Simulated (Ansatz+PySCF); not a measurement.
singlet CH2O2: levels of theory in one basis

```yaml
atoms:
  - { symbol: C, position_ang: [0.0000, -0.4388, -0.1021] }
  - { symbol: O, position_ang: [0.0000, -0.3914, 1.1886] }
  - { symbol: O, position_ang: [0.0000, 0.7063, -0.9726] }
  - { symbol: H, position_ang: [0.0000, -1.4441, -0.7560] }
  - { symbol: H, position_ang: [0.0000, 1.5580, -0.3598] }
```

Basis set: def2-SVP (spherical functions). Left uncorrelated: 3 orbitals. Charge 0, multiplicity 1.

Computed with Ansatz (development build ahead of 0.2.0); each method stands on the lowest determinant of its kind that the runs found.

```csv
method,E − E(RHF) (eV),<S²> of the determinant
RHF,0.00,0.00
RHF-CCSD,-14.37,–
RHF-CCSD(T),-14.87,–
```

Q: What does RHF-MP2 give on the same scale?

A: -14.10 eV.

Q: Is a single determinant a sound starting point here?

A: By this sign, yes. Unrestricted orbitals gain 0.00 eV and <S²> is 0.00 against 0.00 for a pure state.
